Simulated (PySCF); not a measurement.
Species: ethyl cyanide, C3H5N.
Geometry (PBE0-D3(BJ)/def2-TZVP, Å), atoms numbered from 1 in this order:
```
atom  x, y, z in Å
C1    -0.9768   -0.2717    0.0598
C2     0.3175    0.4459   -0.3098
C3     1.4830   -0.1418    0.3320
N4     2.3922   -0.6201    0.8478
H5    -1.1504   -0.2327    1.1356
H6    -0.9396   -1.3200   -0.2389
H7    -1.8197    0.2018   -0.4448
H8     0.2712    1.5006   -0.0241
H9     0.4796    0.4204   -1.3912
```

The closed-shell ground state was solved at several levels (PySCF, density fitting, gas phase, non-relativistic). Geometry: PBE0-D3(BJ)/def2-TZVP; no solvent, vibrations or thermal averaging.

```json
{"level": "B3LYP/pcJ-2", "basis functions": "324", "total energy (Eh)": "-172.1473", "HOMO (eV)": "-9.10", "LUMO (eV)": "-0.12", "gap (eV)": "8.98", "dipole (D)": "4.14"}
{"level": "PBE0/pcJ-2", "basis functions": "324", "total energy (Eh)": "-171.9270", "HOMO (eV)": "-9.33", "LUMO (eV)": "0.19", "gap (eV)": "9.52", "dipole (D)": "4.15"}
{"level": "B97-2/pcJ-2", "basis functions": "324", "total energy (Eh)": "-172.0757", "HOMO (eV)": "-9.06", "LUMO (eV)": "0.21", "gap (eV)": "9.27", "dipole (D)": "4.13"}
{"level": "KT3/pcSseg-2", "basis functions": "214", "total energy (Eh)": "-174.8625", "HOMO (eV)": "-8.00", "LUMO (eV)": "-0.82", "gap (eV)": "7.18", "dipole (D)": "4.02"}
{"level": "B97-2/pcSseg-2", "basis functions": "214", "total energy (Eh)": "-172.0676", "HOMO (eV)": "-9.06", "LUMO (eV)": "0.13", "gap (eV)": "9.19", "dipole (D)": "4.14"}
{"level": "PBE0/pcSseg-2", "basis functions": "214", "total energy (Eh)": "-171.9199", "HOMO (eV)": "-9.34", "LUMO (eV)": "0.12", "gap (eV)": "9.46", "dipole (D)": "4.16"}
{"level": "wB97X-D/aug-cc-pVTZ", "basis functions": "299", "total energy (Eh)": "-172.0673", "HOMO (eV)": "-11.23", "LUMO (eV)": "0.64", "gap (eV)": "11.87", "dipole (D)": "4.17"}
{"level": "CAM-B3LYP/aug-cc-pVTZ", "basis functions": "299", "total energy (Eh)": "-172.0377", "HOMO (eV)": "-10.77", "LUMO (eV)": "0.01", "gap (eV)": "10.78", "dipole (D)": "4.19"}
```

(1) What might PBE0/aug-cc-pVTZ (299 basis functions) give for the same quantities?

(2) Over all these levels, which gives the widest orbital gap and which the narrowest?

(3) How much does the basis alone move the frontier levels among the 3 PBE0 rows (the withheld one included)?

(4) In the pcJ-2 basis, how does the gap go with the fixed share of exact exchange?

(5) How far do the dipole and the HOMO energy spread over the levels?

Results:

(1) Total energy -171.9170 Eh, HOMO -9.33 eV, LUMO -0.37 eV, gap 8.96 eV, dipole 4.16 D.

(2) wB97X-D/aug-cc-pVTZ (range-separated hybrid) has the widest, 11.87 eV, and KT3/pcSseg-2 (GGA) the narrowest, 7.18 eV. Functional and basis both differ between the two, so the spread mixes both effects.

(3) The HOMO by 0.01 eV and the LUMO by 0.56 eV. By rising basis size (HOMO, LUMO in eV): pcSseg-2 -9.34, 0.12; aug-cc-pVTZ -9.33, -0.37; pcJ-2 -9.33, 0.19.

(4) B3LYP (20 %) 8.98 eV; B97-2 (21 %) 9.27 eV; PBE0 (25 %) 9.52 eV. Each rise in the share widens the gap here.

(5) The dipole runs from 4.02 to 4.19 D (mean 4.14 D) and the HOMO from -11.23 to -8.00 eV.

The pairwise dispersion term of wB97X-D wasn't added to the energies; at a given geometry it leaves orbitals and properties as they are.
